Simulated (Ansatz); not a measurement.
## CH3BN (charge -1), SMILES [BH3-]C#N: an active-space calculation, step by step

Program: Ansatz 0.2.0 through its Python package.

Notebook, run cell by cell (the value of a cell's last expression is shown):

**Cell 1**
```python
import ansatz as az
```

**Cell 2**
```python
BASIS = "cc-pVDZ"
CHARGE = -1
```

**Cell 3**
```python
GEOMETRY = """
B    -0.50890    0.00400   -0.00920
C     1.03460   -0.00810    0.01860
N     2.19150   -0.01730    0.03940
H    -0.89980   -0.86160   -0.72790
H    -0.92710   -0.17470    1.09170
H    -0.89030    1.05780   -0.41270
"""

geometry = az.Crystal.molecule()
for line in GEOMETRY.strip().splitlines():
    symbol, *xyz = line.split()
    geometry = geometry.atom(symbol, [float(v) for v in xyz])
```

**Cell 4**
```python
setup = (
    geometry.calculation()
    .basis(gaussian=BASIS)
    .charge(CHARGE)
    .correlation(active_electrons=2, active_orbitals=3)
)
for method in ["sc_nevpt2"]:
    summary = (setup if method is None else setup.correlation(method)).run(threads=1, backend="cpu").report
    space = summary["configurations"]
    state = space["states"][0]
    print(method or "casscf", f"total {summary['free_energy_ev'] / 27.211386246:.6f} Ha, active-space state {state['energy']['hartree']:.6f} Ha, mean field {summary['reference_energy_ev'] / 27.211386246:.6f} Ha")
    print("  determinants", state["n_determinants"], " natural occupations", [round(n, 3) for n in space["natural_occupations"]])
```
Output:
```text
sc_nevpt2 total -119.168192 Ha, active-space state -118.802406 Ha, mean field -118.775194 Ha
  determinants 9  natural occupations [1.945, 0.053, 0.002]
```

Notes:
- Total energies depend on the basis set; only differences at equal settings carry meaning.
- The geometry is a force-field or estimated start, not a minimum of this method, and the basis set is short of its limit. The active space starts as a window about the frontier orbitals and is then optimised, not chosen by chemistry.
- Anions want diffuse functions, which this basis lacks.
- Timing: 5 s on 1 thread of Arm Neoverse V1, with other jobs on the host, peak memory 0.16 GiB.
